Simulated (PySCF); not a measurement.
Gas-phase reaction: 4 HSiNH2 + 5 SiH2(NH2)2 ⇌ 3 Si(NH2)4 + 2 trisilylamine

Computed with PySCF and rigid-rotor harmonic-oscillator thermochemistry at 1 bar. † marks an energy on the PBE0/def2-TZVP geometry and frequencies; other levels use their own. MP2 freezes the core. 6-31G* has spherical d functions here. All species are closed-shell singlets. B3LYP is the form with VWN-RPA correlation. HSiNH2, SiH2(NH2)2, Si(NH2)4: computed as isolated molecules; such fragments, hydroxides, amides, oligomers or adducts are transient or little studied in the gas. MP2 isn't extrapolated to the basis-set limit.

```json
[
 {"level": "B3LYP/def2-TZVP†", "ΔH°(298 K), kJ": "-846"},
 {"level": "HF/6-31G*", "ΔH°(298 K), kJ": "-911"},
 {"level": "M06-2X/def2-TZVP†", "ΔH°(298 K), kJ": "-985"},
 {"level": "MP2/def2-SVP†", "ΔH°(298 K), kJ": "[?]"},
 {"level": "MP2/def2-TZVPP†", "ΔH°(298 K), kJ": "-1022"},
 {"level": "PBE/def2-SVP", "ΔH°(298 K), kJ": "[?]"},
 {"level": "LDA/def2-TZVP†", "ΔH°(298 K), kJ": "[?]"}
]
```

What belongs in the gaps?


- MP2/def2-SVP†, ΔH°(298 K), kJ: -947
- PBE/def2-SVP, ΔH°(298 K), kJ: -818
- LDA/def2-TZVP†, ΔH°(298 K), kJ: -1009
